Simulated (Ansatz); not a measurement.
Process, species as SMILES: [SiH4] (SiH4) → 4 H atom + Si atom
B3LYP-D3(BJ)/def2-TZVP geometries, fixed; electronic energies without zero-point terms.

Basis-set convergence of the atomisation energy at PBE with Ansatz (a program for electronic structure). Cartesian d functions, on some or all atoms, in 6-31+G*, 6-311+G**; all else is spherical. The program fits the integrals of some runs and decomposes those of others, by size. Open shells are unrestricted. No added dispersion term, no relativity. Functions are those of the species that has most. Reference: the value in pcseg-4, 313.59 kcal/mol, itself unsure by roughly 0.22 kcal/mol (its mean distance from aug-pcseg-3, aug-cc-pV(Q+d)Z, cc-pV(5+d)Z). Deviations are taken from unrounded values.

```json
[
 {"basis": "STO-3G", "functions": "13", "atomisation energy (kcal/mol)": "446.94", "minus reference (kcal/mol)": "133.35"},
 {"basis": "6-31+G*", "functions": "31", "atomisation energy (kcal/mol)": "312.90", "minus reference (kcal/mol)": "-0.69"},
 {"basis": "6-311+G**", "functions": "55", "atomisation energy (kcal/mol)": "311.02", "minus reference (kcal/mol)": "-2.57"},
 {"basis": "6-311++G(2d,2p)", "functions": "75", "atomisation energy (kcal/mol)": "312.02", "minus reference (kcal/mol)": "-1.57"},
 {"basis": "pcseg-2", "functions": "90", "atomisation energy (kcal/mol)": "313.15", "minus reference (kcal/mol)": "-0.44"},
 {"basis": "def2-TZVPPD", "functions": "116", "atomisation energy (kcal/mol)": "313.91", "minus reference (kcal/mol)": "0.32"},
 {"basis": "aug-cc-pV(T+d)Z", "functions": "147", "atomisation energy (kcal/mol)": "313.34", "minus reference (kcal/mol)": "-0.25"},
 {"basis": "def2-QZVPP", "functions": "190", "atomisation energy (kcal/mol)": "313.60", "minus reference (kcal/mol)": "0.01"},
 {"basis": "aug-pcseg-3", "functions": "285", "atomisation energy (kcal/mol)": "313.56", "minus reference (kcal/mol)": "-0.03"}
]
```
